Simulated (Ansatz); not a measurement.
We consider hcp Tl, described by PBE-D4 in Ansatz (PAW).

Input file:

Ansatz 0.2 input:
```yaml
crystal:
  lattice:
    - [1.7517751453, -3.0341635552, 0.0]
    - [1.7517751453, 3.0341635552, 0.0]
    - [0.0, 0.0, 5.5621882804]
  atoms:
    - { symbol: Tl, position: [0.3333333333, 0.6666666667, 0.25] }
    - { symbol: Tl, position: [0.6666666667, 0.3333333333, 0.75] }
basis:
  ecutwfc: 520
  ecutrho_ratio: 4
  xc_grid: 2
kpoints:
  mp_grid: { grid: [18, 18, 10] }
hamiltonian:
  xc: pbe
  dispersion: d4
  pseudopotentials: { kind: paw }
scf:
  occupations: { method: fermi_dirac, width: 0.05 }
  convergence: { dr2_threshold: 0.0000000002 }
output:
  forces: true
  stress: true
  eigenvalues: true
```

Excerpt of the program's output:

```
Crystal: 2 atoms, lattice volume = 59.128 Å³
Basis set: ecut = 520 eV, 1617 PW (Γ), exchange–correlation on 54×54×90 points (8 copies of the dense FFT grid, shifted against one another)
Bands: 17, of which v1, the nominal top of the filled ones, is band 13 counted from 1 (12 counted from 0)
Symmetry: 24 space group operations
Space group: P63/mmc (ITA 194), of the structure as read, at distance tolerance 3.9e-5 Å
k-points: 222 of 3240
Functional: x = pbe(κ = 0.804, μ = 0.2195149727645171), c = pbe(β = 0.06672455060314922)
SCF iter   1: F=—  HF=-22889.011313 eV  |F-HF|=—  |Δ(HF+E_count)|=         —  Δρ=7.90e-4  dr2=3.80e-4
SCF iter   2: F=—  HF=-22889.009634 eV  |F-HF|=—  |Δ(HF+E_count)|=   1.68e-3  Δρ=4.73e-4  dr2=1.53e-4
  ...
SCF iter   6: F=—  HF=-22889.009658 eV  |F-HF|=—  |Δ(HF+E_count)|=   1.87e-8  Δρ=2.87e-6  dr2=5.35e-9
SCF iter   7: F=-22889.009658 eV  HF=-22889.009658 eV  |F-HF|=1.09e-11  |Δ(HF+E_count)|=  1.93e-10  Δρ=5.77e-7  dr2=1.89e-10
SCF 1 converged in 7 iterations: F = -22889.009658 eV  dr2 = 1.89e-10
SCF converged after 7 iterations
Free energy (F): -22889.009658 eV
Internal energy: -22889.002325 eV  (E = F + TS)
E sigma→0 (E₀):  -22889.005991 eV
Fermi energy:    9.963964 eV
--- Forces (eV/Å), atoms counted from 1 ---
  atom   1  Tl    -0.00000000    -0.00000000     0.00000000
  atom   2  Tl     0.00000000     0.00000000    -0.00000000
--- Stress (GPa, compression-positive) ---
        0.005249      -0.000000       0.000000
       -0.000000       0.005249       0.000000
        0.000000       0.000000       0.000355
  P = ⅓ Tr σ = 0.0036 GPa (0.036 kbar)
```

Ansatz is a quantum-chemistry and plane-wave program.
